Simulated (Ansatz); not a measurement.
# CH₅FSi (built from SMILES C[SiH2]F): single points off equilibrium

Aim: energy, forces and dipole at a displaced guess of a reacting structure, from CCSD(T) and from density functionals.

Program: Ansatz 0.2.0, Gaussian basis. Level of theory: single points in def2-TZVPP. These are calculated values, not measurements.

Cores are frozen in the correlated methods.

## (1) The starting structure

8 atoms, charge 0, spin multiplicity 1.

Atoms are counted from 1 here; the program's logs count them from 0.

Bond lengths: Si1–H4 1.492 Å, Si1–C5 1.862 Å, F2–H3 1.137 Å, C5–H6 1.076 Å, C5–H7 1.086 Å, C5–H8 0.958 Å. Angles: H4–Si1–C5 107.8°, Si1–C5–H6 114.7°, Si1–C5–H7 105.3°, Si1–C5–H8 115.2°, H6–C5–H7 105.1°, H6–C5–H8 108.1°, H7–C5–H8 107.6°.

Geometry (Å):

```mol
CH5FSi
  3D, bonds by distance, orders not assigned

  8  6  0  0  0  0  0  0  0  0999 V2000
   -0.6776   -0.6295    0.0326 Si  0  0
   -0.6820   -0.2142   -1.9071 F   0  0
   -0.5901   -1.2985   -1.5777 H   0  0
   -1.9309    0.1118    0.3580 H   0  0
    0.7529    0.3303    0.7400 C   0  0
    0.5270    1.3509    0.9971 H   0  0
    1.4803    0.3947   -0.0632 H   0  0
    1.1860   -0.0776    1.4912 H   0  0
  1  4  8  0
  1  5  8  0
  2  3  8  0
  5  6  8  0
  5  7  8  0
  5  8  8  0
M  END
```

## (2) CCSD(T)/def2-TZVPP

Input file run/in.yaml:

```yaml
crystal:
  periodic: [false, false, false]
  atoms:
    - {symbol: Si, position_ang: [-0.677600, -0.629500, 0.032600]}
    - {symbol: F, position_ang: [-0.682000, -0.214200, -1.907100]}
    - {symbol: H, position_ang: [-0.590100, -1.298500, -1.577700]}
    - {symbol: H, position_ang: [-1.930900, 0.111800, 0.358000]}
    - {symbol: C, position_ang: [0.752900, 0.330300, 0.740000]}
    - {symbol: H, position_ang: [0.527000, 1.350900, 0.997100]}
    - {symbol: H, position_ang: [1.480300, 0.394700, -0.063200]}
    - {symbol: H, position_ang: [1.186000, -0.077600, 1.491200]}
basis:
  gaussian: {orbitals: def2-TZVPP}
correlation: {method: ccsd_t}
output: {forces: true}
```

No record of the launch command was kept for these runs.

## (3) PBE0-D4/def2-TZVPP

Edit run/in.yaml of step 2 so:

```diff
@@ -13,3 +13,3 @@
   gaussian: {orbitals: def2-TZVPP}
-correlation: {method: ccsd_t}
-output: {forces: true}
+hamiltonian: {xc: pbe0, dispersion: d4}
+output: {forces: true, orbitals: {seedname: orbitals}}
```

## (4) wB97M-V/def2-TZVPP

Edit run/in.yaml of step 3 so:

```diff
@@ -13,3 +13,3 @@
   gaussian: {orbitals: def2-TZVPP}
-hamiltonian: {xc: pbe0, dispersion: d4}
-output: {forces: true, orbitals: {seedname: orbitals}}
+hamiltonian: {xc: {name: wB97M-V}}
+output: {forces: true}
```

## (5) r2SCAN-D4/def2-TZVPP

Edit run/in.yaml of step 4 so:

```diff
@@ -13,3 +13,3 @@
   gaussian: {orbitals: def2-TZVPP}
-hamiltonian: {xc: {name: wB97M-V}}
+hamiltonian: {xc: r2scan, dispersion: d4}
 output: {forces: true}
```

## (6) PBE-D4/def2-TZVPP

Edit run/in.yaml of step 5 so:

```diff
@@ -13,3 +13,3 @@
   gaussian: {orbitals: def2-TZVPP}
-hamiltonian: {xc: r2scan, dispersion: d4}
+hamiltonian: {xc: pbe, dispersion: d4}
 output: {forces: true}
```

## (7) LC-wPBE/def2-TZVPP

Edit run/in.yaml of step 6 so:

```diff
@@ -13,3 +13,3 @@
   gaussian: {orbitals: def2-TZVPP}
-hamiltonian: {xc: pbe, dispersion: d4}
+hamiltonian: {xc: {name: LC-wPBE}}
 output: {forces: true}
```

## (8) revPBE-D4/def2-TZVPP

Edit run/in.yaml of step 7 so:

```diff
@@ -13,3 +13,3 @@
   gaussian: {orbitals: def2-TZVPP}
-hamiltonian: {xc: {name: LC-wPBE}}
+hamiltonian: {xc: {name: revPBE}, dispersion: d4}
 output: {forces: true}
```

(Steps that only read results are left out.)

Before running it: what results should come out? Wanted: energy less free atoms, CCSD(T)/def2-TZVPP; RMS force component; RMS force error; HOMO and LUMO, PBE0-D4; T1 diagnostic.

As calculated:

```
                                  quantity                                                                                             value
energy less free atoms, CCSD(T)/def2-TZVPP                                                                                        -24.659 eV
                       RMS force component                                                              1.881 to 1.944 eV/Å over the methods
                           RMS force error  PBE0-D4 0.078, wB97M-V 0.057, r2SCAN-D4 0.169, PBE-D4 0.266, LC-wPBE 0.099, revPBE-D4 0.289 eV/Å
                    HOMO and LUMO, PBE0-D4                                                                                -6.27 and -1.50 eV
                             T1 diagnostic                                                                                             0.014
```

**Reading.** Against CCSD(T) the functionals' energies less atoms differ by -1.152 to -0.424 eV, PBE-D4 by -1.152 eV. The reference is not at the basis limit: in triple zeta CCSD(T) underbinds, which counts against methods that bind more; the gaps are no ranking. The forces of wB97M-V come nearest to CCSD(T), those of revPBE-D4 are farthest. Frozen-core CCSD(T) forces in triple zeta carry basis errors of their own, and this is one geometry, so small gaps rank nothing. The restricted Hartree–Fock reference is unstable towards an unrestricted one at one or more of these structures.
